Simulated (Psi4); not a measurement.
C4H10, quintet, geometry from GFN2-xTB of the parent state (a higher spin typed on purpose: for a closed-shell molecule this is an excited state); HF/6-31G (Psi4).

Psi4 was given this input:
```
memory 2 GB

molecule mol {
0 5
C    -0.001952   -0.000610    0.384811
H    -0.007510   -0.002348    1.480948
C    -0.001231    1.447905   -0.097154
H     0.004244    1.484092   -1.184729
H    -0.885739    1.971545    0.258862
H     0.878370    1.973646    0.267812
C     1.255143   -0.722223   -0.094223
H     1.290525   -0.737695   -1.181728
H     2.148630   -0.220467    0.270776
H     1.268406   -1.749298    0.263888
C    -1.252399   -0.725209   -0.106944
H    -1.276709   -0.740752   -1.194752
H    -1.266850   -1.752316    0.251026
H    -2.150735   -0.225585    0.248964
}

set {
  basis 6-31g
  reference rohf
}

energy('scf')
print_variables()
```

Question: Predict the main parts of the log of this Psi4 run.

Answer: 
```
   => Loading Basis Set <=

    Name: 6-31G
    Role: ORBITAL
    Keyword: BASIS

         ---------------------------------------------------------
                                   SCF
               by Justin Turney, Rob Parrish, Andy Simmonett
                          and Daniel G. A. Smith
                             ROHF Reference
         ---------------------------------------------------------

  ==> Geometry <==

    Molecular point group: c1
    Full point group: C1

    Geometry (in Angstrom), charge = 0, multiplicity = 5:

       Center              X                  Y                   Z               Mass
    ------------   -----------------  -----------------  -----------------  -----------------
         C           -0.001906967574    -0.000595957431     0.375945610122    12.000000000000
         H           -0.007464967574    -0.002333957431     1.472082610122     1.007825032230
         C           -0.001185967574     1.447919042569    -0.106019389878    12.000000000000
         H            0.004289032426     1.484106042569    -1.193594389878     1.007825032230
         H           -0.885693967574     1.971559042569     0.249996610122     1.007825032230
         H            0.878415032426     1.973660042569     0.258946610122     1.007825032230
         C            1.255188032426    -0.722208957431    -0.103088389878    12.000000000000
         H            1.290570032426    -0.737680957431    -1.190593389878     1.007825032230
         H            2.148675032426    -0.220452957431     0.261910610122     1.007825032230
         H            1.268451032426    -1.749283957431     0.255022610122     1.007825032230
         C           -1.252353967574    -0.725194957431    -0.115809389878    12.000000000000
         H           -1.276663967574    -0.740737957431    -1.203617389878     1.007825032230
         H           -1.266804967574    -1.752301957431     0.242160610122     1.007825032230
         H           -2.150689967574    -0.225570957431     0.240098610122     1.007825032230

  Running in c1 symmetry.

  Rotational constants: A =      0.26266  B =      0.26266  C =      0.15278 [cm^-1]
  Rotational constants: A =   7874.41353  B =   7874.41001  C =   4580.11803 [MHz]
  Nuclear repulsion =  135.217545240962295

  Charge       = 0
  Multiplicity = 5
  Electrons    = 34
  Nalpha       = 19
  Nbeta        = 15

  ==> Algorithm <==

  SCF Algorithm Type is DF.
  DIIS enabled.
  MOM disabled.
  Fractional occupation disabled.
  Guess Type is SAD.
  Energy threshold   = 1.00e-06
  Density threshold  = 1.00e-06
  Integral threshold = 1.00e-12

  ==> Primary Basis <==

  Basis Set: 6-31G
    Blend: 6-31G
    Number of shells: 40
    Number of basis functions: 56
    Number of Cartesian functions: 56
    Spherical Harmonics?: false
    Max angular momentum: 1

   => Loading Basis Set <=

    Name: (6-31G AUX)
    Role: JKFIT
    Keyword: DF_BASIS_SCF

  ==> Integral Setup <==

  SCF_SUBTYPE=INCORE selected. In-core MEM_DF algorithm will be used.
  Using in-core AOs.

  ==> MemDFJK: Density-Fitted J/K Matrices <==

    J tasked:                   Yes
    K tasked:                   Yes
    wK tasked:                   No
    Algorithm:                 Core
    Schwarz Cutoff:           1E-12
    Mask sparsity (%):       0.1913
    Fitting Condition:        1E-10

   => Auxiliary Basis Set <=

  Basis Set: (6-31G AUX)
    Blend: CC-PVDZ-JKFIT
    Number of shells: 186
    Number of basis functions: 574
    Number of Cartesian functions: 574
    Spherical Harmonics?: false
    Max angular momentum: 3

  Minimum eigenvalue in the overlap matrix is 5.8223002374E-03.
  Reciprocal condition number of the overlap matrix is 1.0397164359E-03.
    Using symmetric orthogonalization.

  ==> Pre-Iterations <==

  SCF Guess: Superposition of Atomic Densities via on-the-fly atomic UHF (no occupation information).

   -------------------------
    Irrep   Nso     Nmo
   -------------------------
     A         56      56
   -------------------------
    Total      56      56
   -------------------------

  ==> Iterations <==

                           Total Energy        Delta E     RMS |[F,P]|

   @DF-ROHF iter SAD:  -156.54032296073086   -1.56540e+02   0.00000e+00
   @DF-ROHF iter   1:  -156.26527822960571    2.75045e-01   4.44801e-03 DIIS
   @DF-ROHF iter   2:  -156.35239616319154   -8.71179e-02   2.31075e-03 DIIS
   @DF-ROHF iter   3:  -156.38312015600093   -3.07240e-02   1.34620e-03 DIIS
   @DF-ROHF iter   4:  -156.40224399066500   -1.91238e-02   8.22708e-04 DIIS
   @DF-ROHF iter   5:  -156.41323303311498   -1.09890e-02   5.44427e-04 DIIS
   @DF-ROHF iter   6:  -156.41595698826791   -2.72396e-03   2.28835e-04 DIIS
   @DF-ROHF iter   7:  -156.41645184707926   -4.94859e-04   1.35528e-04 DIIS
   @DF-ROHF iter   8:  -156.41679031475633   -3.38468e-04   1.01009e-04 DIIS
   @DF-ROHF iter   9:  -156.41704177620738   -2.51461e-04   7.07419e-05 DIIS
   @DF-ROHF iter  10:  -156.41727714187340   -2.35366e-04   5.08158e-05 DIIS
   @DF-ROHF iter  11:  -156.41740728791819   -1.30146e-04   3.52000e-05 DIIS
   @DF-ROHF iter  12:  -156.41746206385955   -5.47759e-05   2.46457e-05 DIIS
   @DF-ROHF iter  13:  -156.41749727629121   -3.52124e-05   2.01478e-05 DIIS
   @DF-ROHF iter  14:  -156.41752268515279   -2.54089e-05   1.46727e-05 DIIS
   @DF-ROHF iter  15:  -156.41754235023052   -1.96651e-05   1.13845e-05 DIIS
   @DF-ROHF iter  16:  -156.41755067574405   -8.32551e-06   8.54232e-06 DIIS
   @DF-ROHF iter  17:  -156.41755687884080   -6.20310e-06   5.49825e-06 DIIS
   @DF-ROHF iter  18:  -156.41755902371744   -2.14488e-06   3.23858e-06 DIIS
   @DF-ROHF iter  19:  -156.41755991459667   -8.90879e-07   1.44166e-06 DIIS
   @DF-ROHF iter  20:  -156.41755999365569   -7.90590e-08   7.69514e-07 DIIS
  Energy and wave function converged.

  ==> Post-Iterations <==

    Orbital Energies [Eh]
    ---------------------

    Doubly Occupied:

       1A    -11.355278     2A    -11.291102     3A    -11.274161
       4A    -11.274120     5A     -1.173148     6A     -0.995160
       7A     -0.989341     8A     -0.808257     9A     -0.676081
      10A     -0.662806    11A     -0.637593    12A     -0.582830
      13A     -0.580263    14A     -0.564666    15A     -0.533083

    Singly Occupied:

      16A     -0.391658    17A     -0.384838    18A      0.098452
      19A      0.147824

    Virtual:

      20A      0.252020    21A      0.258497    22A      0.260114
      23A      0.268543    24A      0.268665    25A      0.317954
      26A      0.318380    27A      0.329211    28A      0.347911
      29A      0.367137    30A      0.369894    31A      0.692107
      32A      0.693235    33A      0.710573    34A      0.714675
      35A      0.718182    36A      0.836959    37A      0.910266
      38A      0.918185    39A      0.923256    40A      0.934600
      41A      0.937136    42A      1.085346    43A      1.097247
      44A      1.167501    45A      1.179565    46A      1.187490
      47A      1.187704    48A      1.196766    49A      1.228567
      50A      1.236864    51A      1.241244    52A      1.244197
      53A      1.288855    54A      1.664187    55A      1.665791
      56A      1.842632

    Final Occupation by Irrep:
              A
    DOCC [    15 ]
    SOCC [     4 ]
    NA   [    19 ]
    NB   [    15 ]

  @DF-ROHF Final Energy:  -156.41755999365569

   => Energetics <=

    Nuclear Repulsion Energy =            135.2175452409622949
    One-Electron Energy =                -475.0319289895134034
    Two-Electron Energy =                 183.3968237548953937
    Total Energy =                       -156.4175599936557148

Computation Completed

Properties will be evaluated at   0.000000,   0.000000,   0.000000 [a0]

Properties computed using the SCF density matrix

 Multipole Moments:

 ------------------------------------------------------------------------------------
     Multipole            Electronic (a.u.)      Nuclear  (a.u.)        Total (a.u.)
 ------------------------------------------------------------------------------------

 L = 1.  Multiply by 2.5417464519 to convert [e a0] to [Debye]
 Dipole X            :         -0.3979865            0.0028896           -0.3950969
 Dipole Y            :          0.2277140            0.0009022            0.2286162
 Dipole Z            :          0.3167688           -0.5695942           -0.2528253
 Magnitude           :                                                    0.5218119

 ------------------------------------------------------------------------------------

  Variable Map:
  ----------------------------------------------------------------------------
  "CURRENT ENERGY"           =>    -156.417559993656
  "CURRENT REFERENCE ENERGY" =>    -156.417559993656
  "DD SOLVATION ENERGY"      =>       0.000000000000
  "HF KINETIC ENERGY"        =>     158.098288639681
  "HF POTENTIAL ENERGY"      =>    -314.515848633337
  "HF TOTAL ENERGY"          =>    -156.417559993656
  "HF VIRIAL RATIO"          =>       1.989369090200
  "NUCLEAR REPULSION ENERGY" =>     135.217545240962
  "ONE-ELECTRON ENERGY"      =>    -475.031928989513
  "PCM POLARIZATION ENERGY"  =>       0.000000000000
  "PE ENERGY"                =>       0.000000000000
  "SCF ITERATION ENERGY"     =>    -156.417559993656
  "SCF ITERATIONS"           =>      20.000000000000
  "SCF TOTAL ENERGY"         =>    -156.417559993656
  "TWO-ELECTRON ENERGY"      =>     183.396823754895

  Array Variable Map:
  ----------------------------------------------------------------------------
  "CURRENT DIPOLE"           =>      -0.395096920922 ... -0.252825331926 1 by 3
  "SCF DIPOLE"               =>      -0.395096920922 ... -0.252825331926 1 by 3
  "SCF TOTAL ENERGIES"       =>    -156.540322960731 ... -156.417559993656 1 by 21
```
